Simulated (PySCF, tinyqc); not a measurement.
Ways to converge the cycle: SCF convergence aids in the sto-6g basis, for LiH, spin multiplicity 1. Computed by the program tinyqc with PySCF. RHF with one setting changed at a time; a run stops when the energy changes by less than 1e-09 hartree and the error matrix is below 1e-5. The start is the core Hamiltonian. Damping d keeps d of the old density; a shift (hartree) raises the virtual levels; DIIS n extrapolates F over n matrices.

Geometry (angstrom):
```
atom       x       y       z
Li    0.0000  0.0000  0.0000
H     0.0000  0.0000  3.1540
```

lowest restricted solution found by these runs and by PySCF = -7.783177 hartree

Largest element of the error matrix X^T (FDS - SDF) X:
```
iteration    plain  damping 0.3  damping 0.6  shift 0.4   DIIS 3   DIIS 8
1          2.1e-01      2.1e-01      2.1e-01    2.1e-01  2.1e-01  2.1e-01
2          1.7e-01      3.5e-02      9.3e-02    1.9e-01  1.7e-01  1.7e-01
3          1.4e-01      1.4e-02      4.3e-02    7.5e-02  2.8e-02  2.8e-02
4          7.2e-02      6.2e-03      2.7e-02    2.5e-02  4.9e-03  4.9e-03
5          4.1e-02      3.2e-03      1.7e-02    9.8e-03  2.3e-03  2.0e-03
6          1.9e-02      1.8e-03      1.2e-02    5.1e-03  8.0e-05  1.8e-04
8          4.8e-03      8.1e-04      6.2e-03    2.2e-03  1.1e-06  3.8e-07
10         1.2e-03      3.8e-04      3.5e-03    1.4e-03        -        -
14         6.9e-05      8.2e-05      1.3e-03    6.2e-04        -        -
20               -      8.1e-06      4.1e-04    1.9e-04        -        -
30               -            -      5.5e-05    2.5e-05        -        -
```

How each run ends:
```
run          iterations  E (hartree)         state
plain                17     -7.78318  lowest found
damping 0.3          20     -7.78318  lowest found
damping 0.6          40     -7.78318  lowest found
shift 0.4            35     -7.78318  lowest found
DIIS 3                8     -7.78318  lowest found
DIIS 8                9     -7.78318  lowest found
```

What does the comparison show, and why?

6 of 6 runs reach the lowest restricted solution found, in 8 to 40 iterations (fastest: DIIS 3). Plain steps already contract here, so damping only slows them. DIIS 3 and DIIS 8 gain by cancelling the error over several earlier matrices, much as a quasi-Newton step does. The restricted reference is unstable here: a spin-polarised solution lies 0.0919 hartree lower (PySCF), so results built on it describe a poor reference.
